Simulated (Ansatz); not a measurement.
Ideal-gas functions of CH6B2 (`BCB`) at 400 K and 1 bar, from an Ansatz frequency run at PBE0-D4/def2-TZVP.

Molar mass 39.68 g/mol, point group Cs (symmetry number 1), electronic degeneracy 1, moments of inertia 16.588, 51.748, 59.093 u Å². Harmonic wavenumbers (cm⁻¹, unscaled): 158, 173, 281, 675, 703, 789, 858, 1008, 1033, 1070, 1080, 1186, 1246, 1252, 1402, 2570, 2584, 2655, 2661, 2980, 3144.

Use S(trans) = R[1.5 ln M + 2.5 ln T − 1.1517]; rotational temperatures θ = 24.2544 K / I; S(rot) = R[ln(√π/σ · √(T³/θAθBθC)) + 1.5]; for each mode x = 1.438777 ν̃/T, S = R[x/(eˣ − 1) − ln(1 − e⁻ˣ)] and H = RT x/(eˣ − 1); 1 cm⁻¹ = 0.0119627 kJ/mol; R = 8.31446 J/(mol·K).

Question: By hand: the entropy, in J/(mol·K).

Answer: Translation 160.9. Rotation: θ = 1.4622, 0.4687, 0.4104 K, giving 97.2. Vibration, mode by mode: 13.12, 12.39, 8.57, 2.72, 2.51, 1.97, 1.62, 1.05, 0.98, 0.88, 0.85, 0.62, 0.52, 0.51, 0.33, 0.01, 0.01, 0.01, 0.01, 0.00, 0.00, in all 48.7. Electronic 0.0. Sum 306.8 J/(mol·K).

Question: By hand: H − E and G − E in kJ/mol, counted from the electronic energy.

Answer: Zero-point energy ½ × 29508 × 0.0119627 = 176.5; thermal vibration 11.2; translation, rotation and pV give 4 RT = 13.3. H − E = 201.0 kJ/mol, and G − E = 201.0 − 400 × 306.8/1000 = 78.3 kJ/mol.

Vibration gives 16 % of the entropy.
